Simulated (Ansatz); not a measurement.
Basis sets over 7 cases of the adiabatic electron affinity at PBE with Ansatz (Al to Cl present), each against its own reference: (a) the value in aug-cc-pV5Z; (b) the value in aug-pcseg-3. By their distance from other large sets or by the extrapolation step the references are unsure by up to roughly 0.016 eV. B3LYP-D3(BJ)/def2-TZVP geometries; electronic energies, positive where released; unrestricted open shells; no added dispersion term; no relativity. Cartesian d functions in some cases of 6-31G**, 6-311+G**. (X+d) sets on Al to Cl for cc-pVXZ and aug-cc-pVXZ. 

Cases are drawn at random; left out are references unsure by over 0.033 eV, unbound anions, doubtful singlets, and cases whose largest runs show a restricted determinant unstable towards unrestricted orbitals, <S^2> over 0.1 too high or, where CCSD(T) ran, T1 over 0.025 (0.045 for open shells). Sets are drawn from those converged to one state in every case.

Cases (SMILES) and reference values:
- [SiH3] (SiH3) → [SiH3-] (an electron is taken up): 1.358 eV (b)
- Cl atom → [Cl-] (an electron is taken up): 3.650 eV (a)
- [CH](Cl)Cl → Cl[CH-]Cl (an electron is taken up): 1.259 eV (b)
- [S]C (CH3-S) → C[S-] (an electron is taken up): 1.809 eV (b)
- [PH][SiH3] (SiH3-PH) → [SiH3][PH-] (an electron is taken up): 1.836 eV (b)
- [SiH2]C (CH3-SiH2) → C[SiH2-] (an electron is taken up): 1.054 eV (b)
- [SH] (SH) → [SH-] (an electron is taken up): 2.325 eV (a)

```csv
basis,"functions over def2-SVP (largest species, mean of cases)",mean signed deviation (eV),mean absolute,largest,within 0.1 eV
6-31G,0.6,-0.304,0.340,0.489,0 of 7
pcseg-1,1.0,-0.152,0.152,0.264,1 of 7
def2-SVP,1.0,-0.714,0.714,1.312,0 of 7
6-31G**,1.0,-0.421,0.421,0.541,0 of 7
6-311+G**,1.6,0.018,0.029,0.101,6 of 7
aug-cc-pVDZ,1.8,0.034,0.038,0.095,7 of 7
def2-TZVPD,2.3,-0.025,0.029,0.073,7 of 7
jun-cc-pV(T+d)Z,2.7,0.003,0.006,0.020,7 of 7
"6-311++G(3df,3pd)",2.9,-0.005,0.006,0.014,7 of 7
aug-pcseg-2,3.3,0.008,0.008,0.021,7 of 7
cc-pVQZ,4.3,-0.134,0.134,0.218,3 of 7
pcseg-3,4.5,-0.042,0.042,0.075,7 of 7
def2-QZVP,4.5,-0.092,0.092,0.156,4 of 7
def2-QZVPP,4.5,-0.092,0.092,0.156,4 of 7
```

Among the sets for which every case ran a larger relative (same family, alike in diffuse functions, listed or not), the smallest listed that holds all cases within 0.1 eV together with them is aug-cc-pVDZ, at 1.8 times the functions of def2-SVP. Inside, though some case ran no larger relative to test it: 6-311++G(3df,3pd), pcseg-3. Largest deviations of relatives not listed, over the cases that ran them: def2-TZVPPD 0.070, aug-cc-pV5Z 0.000, aug-cc-pVTZ 0.023, def2-QZVPPD 0.027, pcseg-4 0.027, aug-cc-pVQZ 0.006, aug-pcseg-3 0.003 eV. A case lies within its reference's uncertainty of the window's edge in 6-311+G**. These figures hold for the cases listed.

Ansatz is a first-principles code.
